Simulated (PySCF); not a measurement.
## MgS⁻ from Hartree–Fock to correlated methods

State: ²Σ⁺ (doublet), unpaired electrons σ ↑. Set-up: Mg aug-cc-pVDZ, S aug-cc-pV(D+d)Z; no relativity (PySCF 2.14). De refers to Mg + S⁻ in their high-spin ground configurations, without counterpoise correction. The functionals are run spin-unrestricted. A positive dipole points towards S; it is taken about the centre of mass and depends on that origin.

```tsv
Level	Re (Å)	ωe (cm⁻¹)	De (eV)	μ (D)	CPU s a point (SCF and correlation, without the integrals)
UHF	2.220	506	n/a	-3.12	0.34
UHF-MP2	2.250	481	n/a	n/a	0.54
UHF-SCS-MP2	2.252	478	n/a	n/a	n/a
PBE	2.254	454	2.28	-1.58	0.86
PW91	2.251	456	2.30	-1.64	0.62
r²SCAN	2.235	477	2.42	-1.94	1.1
TPSSh	2.242	469	2.28	-1.78	1.4
B3LYP	2.247	456	1.92	-2.04	1.1
PBE0	2.232	476	2.19	-2.02	1.7
ωB97X	2.223	479	2.00	-2.29	1.3
```

The bond length runs from 2.220 Å (UHF) to 2.254 Å (PBE). De spans 1.92 eV (B3LYP, global hybrid GGA) to 2.42 eV (r²SCAN, meta-GGA).

Correlated steps freeze 6 core orbitals. For an ion De counts to the pair picked by the measured ionisation energies or electron affinities, which need not be the lowest pair at this level. The highest Kohn–Sham level is positive in this anion. Much of that is self-interaction error, but it also means that the finite basis helps to hold the extra electron. The state was picked by a PBE0 search and need not be the measured ground state.

The whole job (state search and all levels along the bond) took about 2.7 min on 1 thread of Intel Xeon Platinum 8488C (shared host), peak memory 0.85 GiB.
